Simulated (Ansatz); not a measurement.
# SiH4 (silane): the energy, rung by rung

The species is SiH4 (5 atoms), meant as a singlet with charge 0. As SMILES, `[SiH4]`. Geometry: relaxed at PBE0-D4/def2-TZVP.

```xyz
5

Si    0.0000    0.0000   -0.0001
H     0.9676   -0.6884    0.8909
H    -1.3310    0.0449    0.6560
H    -0.1051   -0.7403   -1.2826
H     0.4685    1.3838   -0.2642
```

Quantity: the energy change with the Si1–H2 bond stretched from 1.485 to 3.711 Å, in eV. The values are calculated.

```
                     level                    kind  program  value (eV)  less FCI/3-21G  CPU time (all runs)
    PBE/3-21G (restricted)                     GGA   Ansatz        4.63           +1.24                1.5 s
 r2SCAN/3-21G (restricted)                meta-GGA   Ansatz        4.93           +1.54                3.5 s
  B3LYP/3-21G (restricted)           global hybrid   Ansatz        4.98           +1.59                1.7 s
wB97M-V/3-21G (restricted)  range-separated hybrid   Ansatz        5.61           +2.22                 22 s
 B2PLYP/3-21G (restricted)           double hybrid   Ansatz        4.85           +1.46                2.1 s
RPA@PBE/3-21G (restricted)                     RPA   Ansatz        3.97           +0.58                2.2 s
BCCD(T)/3-21G (restricted)   coupled cluster or CI   Ansatz        3.37           -0.02               0.35 s
                 FCI/3-21G      exact in the basis   Ansatz        3.39            0.00                 20 s
```

FCI/3-21G is exact within its basis and frozen core, so for wave-function methods in that basis the difference is their error; functionals converge differently with the basis, so for them it is only a difference. The first shape isn't each level's own minimum. The values span 3.37 to 5.61 eV. All rows use very small basis sets, so none should be taken for the real molecule's value. In so small a basis fixed costs decide the times, and correlated methods can beat functionals. Times are those of the runs behind each value, whatever else they computed, on shared processors of several kinds: orders of magnitude only.
